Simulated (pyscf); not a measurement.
Single points on ωB97X-D3(BJ)/def2-SVP structures (PySCF, gas phase).

Task: What is the homolytic dissociation enthalpy (298 K, ωB97M-D3(BJ)/def2-TZVP) of the C–In bond of `[CH3][CH2][InH][NH2]`, to •H₂C–CH₃ + [H₂N–InH]•?

Result: C–In to •H₂C–CH₃ + [H₂N–InH]•: 2.54 eV. The 7 functionals that were run give +2.25 (r²SCAN) to +2.73 eV (ωB97X-D3(BJ)/def2-TZVP). The radicals are drawn with the spin at the cut bond; how far it spreads was not checked. H₃C–CH₂–InH–NH₂ lies 0.35 eV over its isomer H₃C–In(CH₃)–NH₂ (electronic energy, ωB97M-D3(BJ)/def2-TZVP). Other isomers of •H₂C–CH₃, [H₂N–InH]• were not searched in full and may lie lower. Elements past Kr carry the def2 core potentials, without spin-orbit coupling.
